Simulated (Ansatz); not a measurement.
A nudged elastic band was laid between two geometries of AlFH2O (5 atoms, charge 0, multiplicity 1).

Method: Ansatz 0.2.0, RKS B3LYP-D4/def2-SVP.

```json
{
 "movable images": "7",
 "climbing image": "yes",
 "spring": "5.0 eV/Å²",
 "optimiser": "quadratic models (default)",
 "start path": "through a guess of the saddle point",
 "force threshold": "0.05 eV/Å",
 "iteration limit": "60",
 "end points": "relaxed"
}
```

First end point:

```xyz
5
Properties=species:S:1:pos:R:3
Al 0.490 -0.005 0.062
O 0.708 -0.177 1.731
H 0.029 -0.245 2.408
H 1.734 0.114 -0.873
F -1.048 0.032 -0.576
```

Last end point:

```xyz
5
Properties=species:S:1:pos:R:3
Al -0.153 0.504 -0.867
O 1.061 0.097 0.927
H 0.395 -0.399 1.437
H 1.924 -0.329 1.042
F -1.313 -0.154 0.214
```

Q: Which bonds break or form, and what moves?

A: Bonds broken: Al1–O2, Al1–H4. Bonds formed: O2–H4.

Q: What energy profile does the band end with?

A: It converged. The highest image is number 4 of 0 to 8, 2.95 eV above the first end and 1.50 eV above the last; the last end lies 1.45 eV above the first. Neighbouring images differ by up to 1.3 eV, so the band resolves the path poorly. A vibrational analysis at the climbing image gives one clearly imaginary mode, 1421i cm⁻¹: a first-order saddle point. The orbitals stay closed-shell, which can raise the energy where a bond breaks towards radicals; this wasn't checked here.

| image | path coordinate (Å) | energy (eV) | Al1–O2 (Å) | Al1–H4 (Å) | O2–H4 (Å) |
| --- | --- | --- | --- | --- | --- |
| 0 | 0.00 | 0.00 | 1.69 | 1.56 | 2.81 |
| 1 | 0.53 | 0.11 | 1.67 | 1.56 | 2.74 |
| 2 | 1.06 | 0.51 | 1.67 | 1.55 | 2.48 |
| 3 | 1.59 | 1.80 | 1.70 | 1.58 | 1.92 |
| 4 | 2.12 | 2.95 | 1.83 | 1.72 | 1.36 |
| 5 | 2.58 | 1.99 | 2.03 | 2.06 | 1.01 |
| 6 | 3.05 | 1.58 | 2.20 | 2.56 | 0.97 |
| 7 | 3.51 | 1.48 | 2.20 | 2.82 | 0.97 |
| 8 | 3.97 | 1.45 | 2.20 | 2.94 | 0.97 |

Q: What is the geometry of the highest image?

A: 
```xyz
5
Properties=species:S:1:pos:R:3
Al 0.201 0.202 -0.405
O 0.787 0.044 1.319
H 0.667 -0.488 2.131
H 1.712 -0.156 0.336
F -1.453 0.117 -0.628
```

Time of the run: 3.1 min on 1 thread of Arm Neoverse N1 (shared host), peak memory 0.11 GiB.
